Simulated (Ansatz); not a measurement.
**SiH (quartet): the correlation ladder at distance Si1–H2 = 1.336 Å, cc-pVQZ**

The task here is to estimate one member of a computed series from the others.

Method: cc-pVQZ, core rule «outside noble gas», up to 5 orbitals frozen; program: Ansatz 0.2.0, Gaussian basis.

Plan: UHF; CCSD(T) on ROHF; CCSD(T) on UHF; BCCD(T) on ROHF; CCSDT(Q) on ROHF; CCSDT(Q) on UHF; CASSCF and MRCISD+Q, 5 electrons in 5 orbitals; CASSCF and NEVPT2, 5 electrons in 5 orbitals.

10 further runs of the same task are left out: 10 that didn't finish. Runs told in other sessions of the task aren't counted.

### The system

The geometry derives from a PBE0/def2-TZVP stationary point (not a proven minimum). One bond is set to the value named and the two fragments are kept rigid.

2 atoms, charge 0, spin multiplicity 4.

Atoms are counted from 1 here; the program's logs count them from 0.

Bond lengths: Si1–H2 1.336 Å.

The first run:

Input file in.yaml:

```yaml
crystal:
  periodic: [false, false, false]
  atoms:
    - {symbol: Si, position_ang: [0.000000, 0.000000, 0.000000]}
    - {symbol: H, position_ang: [0.000000, 0.000000, 1.336000]}
basis:
  gaussian: {orbitals: cc-pVQZ}
magnetization: {spin_polarized: true, initial_magnetization: 3}
hamiltonian: {xc: hf}
output: {orbitals: {seedname: orbitals}}
```

Command:

```
ansatz run in.yaml --threads 1 --pin off --events-out ev --progress --plain --max-ram 4096MiB --backend cpu
```

Steps of the session up to this table: UHF; CCSD(T) on ROHF; CCSD(T) on UHF; BCCD(T) on ROHF; CCSDT(Q) on ROHF; CCSDT(Q) on UHF; CASSCF and MRCISD+Q, 5 electrons in 5 orbitals; CASSCF and NEVPT2, 5 electrons in 5 orbitals.

One table of the session follows, with a row left open; its other results are not shown here.

It belongs to the step «Misses and costs». 

```
          method  from UCCSDT(Q) (kJ/mol)
            ROHF                        ?
             UHF                   +222.6
            RMP2                    +52.5
            UMP2                    +52.4
           RCCSD                     +9.9
           UCCSD                     +9.7
        RCCSD(T)                     +2.3
        UCCSD(T)                     +2.1
         BCCD(T)                     +2.2
          RCCSDT                     +0.4
          UCCSDT                     +0.2
       RCCSDT(Q)                     +0.2
       UCCSDT(Q)                        0
  CASSCF valence                   +186.1
  NEVPT2 valence                    +56.0
  MRCISD valence                    +11.7
MRCISD+Q valence                     +4.0
```

**Question.** Estimate the row for ROHF.

As computed: from UCCSDT(Q) (kJ/mol): +224.6. In the column «from UCCSDT(Q) (kJ/mol)» it is the highest.

To keep in mind: Restricted and unrestricted rows rest on different reference determinants; a gap between their highest levels can come from leftover correlation error, from unlike frozen cores or from another state.
